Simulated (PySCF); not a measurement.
# Simulated absorption spectrum

DMABN, C₉H₁₀N₂.
Cartesian coordinates in Å at the PBE0-D3(BJ)/def2-SVP level; atoms count from 1:
```xyz
21
C9H10N2 angstrom
C     -2.1149    1.0494   -0.9156
N     -1.3313    0.4986    0.1598
C     -1.9657    0.1476    1.4043
C      0.0159    0.3217    0.0037
C      0.8165   -0.1921    1.0525
C      2.1785   -0.3721    0.8881
C      2.8101   -0.0505   -0.3235
C      4.2153   -0.2386   -0.4872
N      5.3584   -0.3916   -0.6192
C      2.0261    0.4616   -1.3692
C      0.6635    0.6445   -1.2131
H     -3.1599    1.1367   -0.5954
H     -2.0914    0.4115   -1.8172
H     -1.7682    2.0570   -1.2072
H     -3.0450    0.3216    1.3230
H     -1.5895    0.7511    2.2502
H     -1.8164   -0.9167    1.6576
H      0.3688   -0.4521    2.0107
H      2.7727   -0.7697    1.7133
H      2.4994    0.7181   -2.3190
H      0.0933    1.0429   -2.0511
```

Method used: TDDFT wB97X-D/def2-SVPD, vertical, gas phase, core orbitals frozen in the response in PySCF.

Broadening: Gaussians 0.25 eV wide at half height, area fixed by f = 4.319×10⁻⁹ ∫ε dν̃. The cross-section is σ = 3.8235×10⁻²¹ ε cm², given in Mb (10⁻¹⁸ cm²). The width is an assumption, not a result. The curve ends short of the highest state used, and states not computed would add to its high-energy end.

(λ (nm), σ (Mb)): (193.6, 34.19), (197.8, 64.50), (201.9, 27.55), (206.1, 9.93), (210.3, 13.33), (214.5, 7.13), (218.7, 1.29), (222.8, 0.10), (227.0, 0.00), (231.2, 0.05), (235.4, 1.34), (239.6, 14.95), (243.7, 72.89), (247.9, 180.42), (252.1, 232.01), (256.3, 166.80), (260.4, 77.34), (264.6, 30.08), (268.8, 14.68), (273.0, 7.50), (277.2, 2.94), (281.3, 0.84), (285.5, 0.17), (289.7, 0.02)

(1) Where are the band maxima, and which computed states make them?

(2) Coming from long wavelengths, where does ε first pass 100 L mol⁻¹ cm⁻¹?

(3) On this curve, what absorbance would a 10⁻³ mol/L sample give at 248 nm over a 1 cm path?

Answers

(1) 252 nm (4.92 eV), ε about 61000, made up of S2 (100%); 210 nm (5.90 eV), ε about 3500, made up of S3 (99%); 197 nm (6.28 eV), ε about 17000, made up of S4 (100%) (ε in L mol⁻¹ cm⁻¹; maxima over ε = 5, shares over 10%). The states used: S1 4.65 eV (f 0.031); S2 4.93 eV (f 0.563); S3 5.90 eV (f 0.032); S4 6.28 eV (f 0.158); S5 6.59 eV (f 0.0000); S6 6.79 eV (f 0.024); S7 6.80 eV (f 0.576); S8 6.85 eV (f 0.0002); S9 6.98 eV (f 0.0001); S10 7.00 eV (f 0.0002).

(2) At about 283 nm (4.37 eV), 0.28 eV below S1.

(3) 248 nm is 4.999 eV, where ε is about 48000 L mol⁻¹ cm⁻¹, so A = ε c l ≈ 48 (Beer–Lambert, with the gas-phase spectrum and the assumed width).
